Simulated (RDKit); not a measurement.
Input file for RDKit: UFF on NH3 (SMILES N).

```python
from rdkit import Chem
from rdkit.Chem import AllChem, rdDetermineBonds

blocks = [
'''4

N     0.00000000    0.01436394    1.46454628
H     0.00000000   -0.98104857    1.65344779
H    -0.81348351    0.39876776    1.92934049
H     0.81348351    0.39876776    1.92934049
''',
]
mol = None
for b in blocks:
    f = Chem.MolFromXYZBlock(b)
    rdDetermineBonds.DetermineBonds(f, charge=0)
    mol = f if mol is None else Chem.CombineMols(mol, f)
Chem.SanitizeMol(mol)
print(Chem.MolToSmiles(Chem.RemoveHs(mol)))
ff = AllChem.UFFGetMoleculeForceField(mol, vdwThresh=100.0, ignoreInterfragInteractions=False)
e = ff.CalcEnergy()
print(f'UFF energy {e:.6f} kcal/mol')
```

It printed:

```
N
UFF energy 1.578363 kcal/mol
```

The run finished.

Cost: very roughly 0.020 core-seconds.
